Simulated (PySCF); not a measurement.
butadiene cation (C4H6), SMILES C=CC=C (connectivity only; charge and spin as stated), charge +1, multiplicity 2.

The structure is a stationary point at PBE0-D3(BJ)/def2-SVP. The multiplicity is an assumed one; other spin states were not compared. Other conformers were not sampled.

These are PBE/def2-TZVP in PySCF values and carry that method's errors.

Gas-phase values at a fixed geometry.

Computed frontier levels, dipole moment and polarisability:
```json
{
  "α spin, highest occupied and lowest empty level": "-12.76 and -9.06 eV",
  "β spin, highest occupied and lowest empty level": "-14.39 and -11.62 eV",
  "dipole_moment_about_the_centre_of_nuclear_charge": "0.00 D",
  "mean_static_polarisability": "49.5 bohr³ (7.34 Å³)",
  "polarisability_principal_values": "24.4, 38.9, 85.2 bohr³",
  "⟨S²⟩": "0.760 (pure state 0.75)"
}
```
